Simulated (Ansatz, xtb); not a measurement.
Relative energy of two isomers of C2F3N

Structure a: `[C-]#[N+]C(F)(F)F`, a singlet. Structure b: `FC1=NC1(F)F`, a singlet. Both are isolated molecules in the gas phase, relaxed with BLYP-D3(BJ)/def2-SVP.

Quicker runs give these differences E(b) − E(a): GFN2-xTB +9.3 kcal/mol; HF/STO-3G +34.4 kcal/mol (at GFN2-xTB geometries); r2SCAN-D4/def2-SVP +23.0 kcal/mol (at GFN2-xTB geometries).

**Question.** Estimate E(b) − E(a) at the level CCSD(T)/def2-SVP + ΔMP2/def2-TZVPP.

**Answer.** Calculated at CCSD(T)/def2-SVP + ΔMP2/def2-TZVPP: E(b) − E(a) = +26.3 kcal/mol, so structure a lies lower.

How the difference moves with the method:

```
                             level              geometry  E(b) − E(a) (kcal/mol)  departure from the last row (kcal/mol)  job, with rough time for the two
                          GFN2-xTB              GFN2-xTB                      +9.3                                   −17.0             optimisation, 0.086 s
                         HF/STO-3G              GFN2-xTB                     +34.4                                    +8.1              single point, 0.36 s
                r2SCAN-D4/def2-SVP              GFN2-xTB                     +23.0                                    −3.3               single point, 4.6 s
              BLYP-D3(BJ)/def2-SVP  BLYP-D3(BJ)/def2-SVP                     +22.3                                    −3.9                optimisation, 20 s
                       HF/def2-SVP  BLYP-D3(BJ)/def2-SVP                     +42.1                                   +15.8           part of the CCSD(T) run
                      MP2/def2-SVP  BLYP-D3(BJ)/def2-SVP                     +25.9                                    −0.4           part of the CCSD(T) run
                  CCSD(T)/def2-SVP  BLYP-D3(BJ)/def2-SVP                     +29.1                                    +2.8                      single point
CCSD(T)/def2-SVP + ΔMP2/def2-TZVPP  BLYP-D3(BJ)/def2-SVP                     +26.3                                                        single point, 32 s
```

As drawn, b has 1 C=N, 1 C–C in place of 1 C≡N. Structure a has no ring, b a 3-membered ring.

The levels shown agree on the order. The largest departure from CCSD(T)/def2-SVP + ΔMP2/def2-TZVPP is that of GFN2-xTB, 17.0 kcal/mol. The last row adds to CCSD(T) the change of the MP2 difference between the two basis sets, here −2.8 kcal/mol.

With harmonic frequencies from BLYP-D3(BJ)/def2-SVP (ideal gas, rigid rotor, one conformer each, 1000 K, 1 atm): on the last row, ΔE + ΔZPE = +26.6, ΔH = +26.2, ΔG = +26.3 kcal/mol.

The correlated steps freeze 6 core orbitals. Codes used: Ansatz 0.2.0, xtb 6.7.1; the last row on 1 thread of Arm Neoverse V1 on a shared host.
